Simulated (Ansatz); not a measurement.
C3H6O2 can be A, `C=C(O)OC`, or B, `C=COCO`.

Calculated with Ansatz (gas phase, PBE0-D4/def2-TZVP geometries, no zero-point term in ΔE). CCSD(T)/CBS adds triple-zeta CCSD(T) − MP2 to the extrapolated MP2 energy (def2 sets, frozen cores). DFT in def2-TZVPP. B3LYP here is the variant with VWN-RPA as its local correlation; programs differ in this. One conformer a species, not always the lowest.

A:

```xyz
11

C     0.883    0.165    1.165
C     0.626    0.592   -0.070
O     1.350    1.552   -0.669
O    -0.348    0.167   -0.896
C    -1.202   -0.846   -0.414
H     1.704    0.604    1.710
H     0.293   -0.606    1.634
H     0.981    1.690   -1.548
H    -1.913   -1.053   -1.212
H    -1.737   -0.511    0.479
H    -0.636   -1.752   -0.179
```

B:

```xyz
11

C     1.2955    0.5372   -1.0366
C     0.1699   -0.1407   -1.2448
O    -0.7993   -0.4314   -0.3584
C    -0.5883   -0.0028    0.9722
O    -1.6681   -0.3786    1.7366
H     1.9716    0.6840   -1.8670
H     1.5771    0.9601   -0.0820
H    -0.0798   -0.5434   -2.2204
H     0.3587   -0.4350    1.3288
H    -0.5305    1.0898    1.0062
H    -1.7066   -1.3392    1.7654
```

Task: Which isomer does CCSD(T)/CBS put lower? Give the gap. (Estimate.)

Result: The calculation gave: A, by 4.5 kcal/mol.

Task: Give E(B) − E(A) in kcal/mol with B3LYP-D4, CCSD(T)/def2-TZVPP, B3LYP, HF/def2-TZVPP, ωB97M-V, PBE-D4, CCSD/def2-TZVPP. (Estimate.)

Result: Computed: B3LYP-D4 5.3, CCSD(T)/def2-TZVPP 4.3, B3LYP 5.0, HF/def2-TZVPP 4.6, ωB97M-V 5.6, PBE-D4 5.6, CCSD/def2-TZVPP 4.3. None reverses the order clearly.

Largest T1 diagnostic: 0.012.
